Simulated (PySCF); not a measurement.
Gas-phase reaction: H2BNH2 + BCl3 = BCl2NH2 + BH2Cl

Method: PySCF energies plus ideal-gas RRHO corrections (1 bar). † marks an energy on the PBE0/def2-TZVP geometry and frequencies; other levels use their own. All species are closed-shell singlets. B3LYP is the form with VWN-RPA correlation. H2BNH2, BCl2NH2, BH2Cl: computed as isolated molecules; such fragments, hydroxides, amides, oligomers or adducts are transient or little studied in the gas.

PBE0/def2-TZVP gives ΔH°(298 K) = 0 kJ.

Question: What do ωB97M-V/def2-TZVP†, B3LYP/def2-TZVP†, M06-2X/def2-TZVP† give?

Answer: ωB97M-V/def2-TZVP†: 0 kJ; B3LYP/def2-TZVP†: 0 kJ; M06-2X/def2-TZVP†: -5 kJ. For scale, ΔH°(298 K) is 0 kJ at this level, 0 kJ at ωB97M-V/def2-TZVP†, and runs from -34 to 10 kJ over the 20 levels computed († marks an energy on the PBE0/def2-TZVP geometry).
